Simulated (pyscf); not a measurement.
Elementary routes open to HO–In [singlet] + H₂S in the gas phase (singlet surface):
A. HS–In [singlet] + water (H₂O) (In–O, H–S broken; In–S, H–O formed)
B. HO–InH–SH (H–S broken; In–S, H–In formed)

Single points on ωB97X-D3(BJ)/def2-SVP structures (PySCF, gas phase). Correlated levels are frozen-core, on RHF or UHF. ΔMP2 is the change of the MP2 total energy from the triple- to the quadruple-zeta basis.

Question: Rank the routes by free-energy barrier at 298 K, lowest first, for CCSD(T)/def2-TZVPP + ΔMP2(QZVPP) energies (ideal gas, 1 atm, RRHO with modes under 100 cm⁻¹ raised to 100, one conformer, R ln 2 for chiral ones without a mode under 150 cm⁻¹).

Answer: A (0.27 eV), B (2.15 eV)

Route A is the fastest of these, ahead of the next by 1.88 eV. The most stable products are those of A (ΔG = -0.34 eV), so kinetics and thermodynamics agree. At 1200 K A is still the fastest. A: On the reactant side the descent ends in a bound adduct, 0.41 eV under the separated species and 0.11 eV under the saddle at ωB97X-D3(BJ)/def2-TZVP. On the product side the descent ends in a bound adduct (not fully relaxed), 0.48 eV under the separated species and 0.75 eV under the saddle at ωB97X-D3(BJ)/def2-TZVP. B: On the reactant side the descent ends in a bound adduct, 0.41 eV under the separated species and 2.14 eV under the saddle at ωB97X-D3(BJ)/def2-TZVP. Only these routes are compared; each barrier is that of the saddle found, and lower ones may exist. The CCSD(T) − MP2 part came from Ansatz, without density fitting, on the same reference. The frozen core leaves the outer d or s,p core shells of the metals and heavy elements correlated in the MP2 and CC values, and def2-TZVPP describes them poorly, which can shift differences by a few kcal/mol. Elements past Kr carry the def2 core potentials, without spin-orbit coupling.
